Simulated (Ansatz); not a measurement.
Relaxation of CH4BO (7 atoms, charge 1, multiplicity 1), to a largest force component of 0.02 eV/Å in at most 50 steps.

All numbers below come from RKS BHLYP/def2-SVP (Ansatz).

```xyz
7
Properties=species:S:1:pos:R:3
B -1.000 0.382 -0.635
O 0.022 -0.014 0.019
C 1.007 -0.385 0.640
H -1.218 -0.046 -1.706
H -0.822 -0.418 0.342
H 0.955 -1.250 1.307
H 1.961 0.139 0.542
```

Task: Where does it end, and by what steps?

Result: It converged. Limits of this set-up: the dipole of an ion depends on the origin. After 14 steps the energy has fallen by 7.249 eV; H5 moved furthest, 1.31 Å. Parted: O2–H5.

```
step  energy less start (eV)  largest force component (eV/Å)  accepted
   0                  0.0000                           5.965       yes
   1                 -1.3105                           3.589       yes
   2                 -2.2772                           5.283       yes
   3                 -3.7111                           5.918       yes
   4                 -5.0631                           4.496       yes
   5                 -6.3423                           3.008       yes
   6                 -6.9432                           1.259       yes
   7                 -7.1537                           0.600       yes
   8                 -7.2071                           1.104       yes
   9                 -7.2071                           0.205        no
  10                 -7.2478                           0.102       yes
  11                 -7.2392                           0.157        no
  12                 -7.2491                           0.051       yes
  13                 -7.2491                           0.027       yes
  14                 -7.2492                           0.009       yes
```

```xyz
7
Properties=species:S:1:pos:R:3
B -1.045 0.047 -0.467
O 0.249 -0.040 0.074
C 1.264 -0.474 0.589
H -1.103 -0.151 -1.634
H -1.885 0.340 0.315
H 1.325 -1.528 0.880
H 2.100 0.213 0.752
```

The run took 14 s on 1 thread of Intel(R) Xeon(R) 6975P-C (Granite Rapids), on a shared host, peak memory 0.15 GiB.
